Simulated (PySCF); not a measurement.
Compound: C3H3Cl2O (charge +1).
SMILES with atom numbers: `[O+:1]#[C:2][CH2:3][CH:4]([Cl:5])[Cl:6]` (hydrogens: H7, H8 on C3; H9 on C4)

Computed with core-valence-separated Tamm–Dancoff BHandHLYP/aug-pcX-1 (pcseg-1 on H, def2-SVPD on Cl) in PySCF, non-relativistic, gas phase, PBE0-D3(BJ)/def2-SVP geometry. The energies are unshifted.

(1) Give energies, oscillator strengths and core holes at the O K edge.

(2) List the carbon K-edge absorption lines.

Answers

(1) 
| E (eV) | f | core hole on | main final orbital | polarisation |
| --- | --- | --- | --- | --- |
| 531.57 | 0.0502 | O1 | LUMO (95 %) | across the triple bond |
| 531.79 | 0.0496 | O1 | LUMO+1 (95 %) | across the triple bond |
| 537.98 | 0.0100 | O1 | LUMO+2 (71 %) | along the triple bond |
| 540.23 | 0.0019 | O1 | LUMO+3 (91 %) | along the triple bond |
| 540.84 | 0.0008 | O1 | LUMO+4 (77 %) | – |
| 540.97 | 0.0024 | O1 | LUMO+5 (51 %) | mixed |
| 541.30 | 0.0141 | O1 | LUMO+12 (42 %) | along the triple bond |

The first line with a tenth or more of the strongest one's intensity is at 531.57 eV (f = 0.050), with the hole on O1 (oxygen bonded to C), polarised across the triple bond: a 1s→π* resonance. It is also the strongest listed.

(2) 
```csv
E (eV),f,core hole on,main final orbital,polarisation
284.97,0.0882,C2,LUMO (94 %),across the triple bond
285.10,0.0897,C2,LUMO+1 (95 %),across the triple bond
285.21,0.0007,C3,LUMO (99 %),–
285.43,0.0002,C3,LUMO+1 (100 %),–
286.62,0.0329,C4,LUMO (83 %),–
287.09,0.0675,C4,LUMO+4 (47 %),–
287.27,0.0291,C4,LUMO+3 (56 %),–
287.33,0.0648,C3,LUMO+2 (50 %),–
288.01,0.0151,C4,LUMO+1 (75 %),–
288.77,0.0309,C3,LUMO+2 (30 %),–
288.82,0.0420,C3,LUMO+4 (73 %),–
289.44,0.0161,C3,LUMO+3 (61 %),–
289.84,0.0350,C4,LUMO+2 (34 %),–
290.57,0.0158,C3,LUMO+5 (32 %),–
290.66,0.0108,C3,LUMO+6 (66 %),–
```

The first line with a tenth or more of the strongest one's intensity is at 284.97 eV (f = 0.088), with the hole on C2 (triply bonded carbon), polarised across the triple bond: a 1s→π* resonance. The strongest listed is at 285.10 eV (f = 0.090; C2).

Roots within 0.03 eV whose holes lie on the same, on equivalent or on shared atoms are summed into one line, and the highest roots are left out, as the search may have cut off their partners. Final orbitals are the ground state's empty Kohn–Sham orbitals. A dash: too weak, shared between unlike atoms, or no plane or axis to refer to.

Task: What length of transition dipole belongs to the line at 541.30 eV?

Result: From f = (2/3) ΔE |μ|² in atomic units, with ΔE = 19.893 Eh and f = 0.0141: |μ| = 0.033 au = 0.08 D.

The list ends where the root search ended, not at a threshold.

Conformer computed: `[O+:1]#[C:2][CH2:3][CH:4]([Cl:5])[Cl:6]`: C2–C3–C4–Cl5 62°.

One conformer stands for the species.
